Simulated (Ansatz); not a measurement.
# Worked example: Ge–PH2, quartet against Ge–PH$_{2}$, doublet

Geometry (PBE0/def2-TZVP stationary point of a doublet), kept for both states (Ge–PH2, doublet: B2; Ge–PH2, quartet: B2):

```xyz
4

Ge    0.0000    0.0000    0.7020
P     0.0000    0.0000   -1.4925
H     0.0000    1.1073   -2.3623
H     0.0000   -1.1073   -2.3623
```

Basis cc-pVDZ; Ansatz 0.2.0. Only valence electrons are correlated (noble-gas cores and the filled d shells of p-block atoms frozen). R marks a restricted (for open shells ROHF) determinant. No spin–orbit coupling is included, and no scalar relativity.

Full CI isn't at hand for all of this; RCCSDTQ serves as the reference, and is uncertain by about the last step of the cluster series.

| level | E(Ge–PH2, doublet) (hartree) | E(Ge–PH2, quartet) (hartree) |
| --- | --- | --- |
| RCCSD(T) | -2417.426166 | -2417.332527 |
| PBE | -2419.002928 | -2418.907105 |
| B3LYP | -2419.543805 | -2419.447135 |
| RCCSDTQ | -2417.428223 | -2417.334045 |

Q: Give the vertical gap, Ge–PH2 quartet less Ge–PH2 doublet, at each level in eV (1 hartree = 27.2114 eV), and each error against RCCSDTQ.

A: RCCSDTQ: (-2417.334045 − (-2417.428223)) × 27.2114 = 2.563 eV (the reference)
B3LYP: (-2419.447135 − (-2419.543805)) × 27.2114 = 2.631 eV, error 0.068 eV
PBE: (-2418.907105 − (-2419.002928)) × 27.2114 = 2.607 eV, error 0.044 eV
RCCSD(T): (-2417.332527 − (-2417.426166)) × 27.2114 = 2.548 eV, error -0.015 eV

Total energies of functionals can't be set beside those of wave-function methods, since they hold the core's correlation and their own absolute errors; only the differences compare.

In so small a basis the reference is far from its limit while semilocal and hybrid functionals are nearer theirs, so the functionals' errors here hold much of the reference's basis and frozen-core error, which can add to them or hide them.

Each level lands on the state that its own search finds. T1 diagnostics of restricted CCSD: 0.026 and 0.020.
